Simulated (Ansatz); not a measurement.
# How far each method lies from UCCSDT(Q) for HAl–AlH, triplet

Geometry: displaced at random from a stationary point.

```xyz
4

Al    0.0646    0.0237    1.1408
Al   -0.1003    0.0321   -1.1476
H    -0.0237   -0.0003    2.7188
H     0.0594   -0.0556   -2.7121
```

Basis cc-pVDZ; Ansatz 0.2.0. Only valence electrons are correlated (noble-gas cores frozen), which leaves 8 electrons in 36 orbitals. R marks a restricted (for open shells ROHF) determinant, U an unrestricted one. Active spaces: valence = (8e, 10o) chosen from the atoms' valence shells.

Full CI isn't at hand for all of this; UCCSDT(Q) serves as the reference, and is uncertain by about the last step of the cluster series. The frozen core follows each run's orbitals, which can shift R against U totals by a few meV.

```
UHF ⟨S²⟩                          : 2.022
T1 diagnostic (RCCSD)             : 0.0227
largest doubles amplitude (RCCSD) : 0.068
T1 diagnostic (UCCSD)             : 0.0198
```

Problem. From what is known of these methods and the diagnostics, rank them by the size of their error in total energy against UCCSDT(Q) in cc-pVDZ, smallest first (an estimate: the text doesn't fix the numbers).
A. UCCSD(T)
B. UCCSDT
C. NEVPT2 (valence space)
D. UMP2
E. UHF

Solution. B (0.6 kJ/mol), A (4.4 kJ/mol), C (67.1 kJ/mol), D (97.9 kJ/mol), E (364.1 kJ/mol).

All errors are against UCCSDT(Q) in cc-pVDZ. Within each family the higher level lies nearer, as is usual though not guaranteed.

Natural occupations of CASSCF (valence space) about the gap: 1.973 1.965 1.953 0.984 0.984 0.058 0.027 0.024 0.022 0.011; effectively unpaired electrons, Σ n²(2−n)², 2.03.
